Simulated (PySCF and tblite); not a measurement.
Results of a calculation; reference values are marked as such.
C₂H₄ClF, numbered as in [F:1][CH2:2][CH2:3][Cl:4]. The same 2 conformers on PBE0-D3(BJ)/def2-SVP geometries, with only the solvent of the single-point energies changed (functional PBE0, basis set def2-TZVP, D3(BJ) where defined; PySCF).

Torsions listed: F1–C2–C3–Cl4. Of a mirror pair one member is shown.

| conformer | shape | symmetry | dipole D |
| --- | --- | --- | --- |
| 1 | -66° | C1 (pair) | 2.68 |
| 2 | 180° | Cs | 0.12 |

Energies (kcal/mol) above conformer 1 and its weight at 298.15 K (thermal terms from GFN2-xTB):

```csv
solvent,E(2) − E(1),weight of 1 (%),dipole of 1 (D),of 2
gas phase,-0.33,55,2.68,0.12
cyclohexane,0.11,72,3.00,0.17
chloroform,?,?,?,?
acetone,0.94,91,3.50,0.26
water,1.05,93,3.56,0.27
```

Question: What does chloroform give?

Answer: E(2) − E(1) = 0.56 kcal/mol, weight of conformer 1 85 %, dipoles 3.29 and 0.22 D.

Question: How much does the choice of solvent matter?

Answer: The widest range is that of E(2) − E(1), which runs from -0.33 (gas phase) to 1.05 kcal/mol (water), a spread of 1.38, against RT = 0.59. From gas phase to water conformer 1 gains, the one with the larger dipole, as a polar medium favours it.
